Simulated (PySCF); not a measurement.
An unknown is described by computed data only.

Formula: C2H3F2N.

* UV, first state: lowest singlet excitation: 5.07 eV (245 nm, f = 0.002) [TDDFT CAM-B3LYP/def2-SVPD]
* Rotational structure: rotational constants A, B, C: 9.485, 3.823, 3.004 GHz [GFN2-xTB]
* Polarisability: 35.0 au [CAM-B3LYP/def2-SVPD]
* Dipole: 2.08 D [CAM-B3LYP/def2-SVPD]
* UV, strongest line: among the 8 lowest singlet transitions: S4 at 8.72 eV (142 nm, f = 0.235) [TDDFT CAM-B3LYP/def2-SVPD]
* XPS: C1s 293.1, C1s 296.0, N1s 405.8, F1s 693.5 (×2) eV [ΔSCF SCAN, pcX-2 on the ionised atom, pcseg-1 elsewhere, spin-free X2C]
* Triplet: lowest triplet excitation (Tamm–Dancoff): 4.21 eV [TDA CAM-B3LYP/def2-SVPD]

Electronic properties: PySCF, gas phase, density fitting. Levels stand in brackets. The structure is a single GFN2-xTB conformer in the gas phase; no vibrational or solvent corrections.

Task: Propose a structure and show how it fits.

Result: Numbering: `[H]/[N:1]=[CH:2]/[CH:3]([F:4])[F:5]`. Its formula, C2H3F2N, gives 1 degree of unsaturation: 0 rings and 1 π bond in the structure found. The core levels belong to: C1s 293.1 eV, imine carbon [C2]; C1s 296.0 eV, CHF2 carbon [C3]; N1s 405.8 eV, imine nitrogen [N1]; F1s 693.5 eV, fluorine of a CF2 group [F4/F5]. The hole state at 293.1 eV has ⟨S²⟩ = 0.85 against 0.75, so that value is less sure. The optimised geometry has point group Cs and is an asymmetric top. Structure: `[H]/N=C/C(F)F`. The assignments are read from this structure; whether some other isomer fits the data as well wasn't checked.

Shape of the structure used: `[H]/[N:1]=[CH:2]/[CH:3]([F:4])[F:5]`: N1–C2–C3–F4 121°.
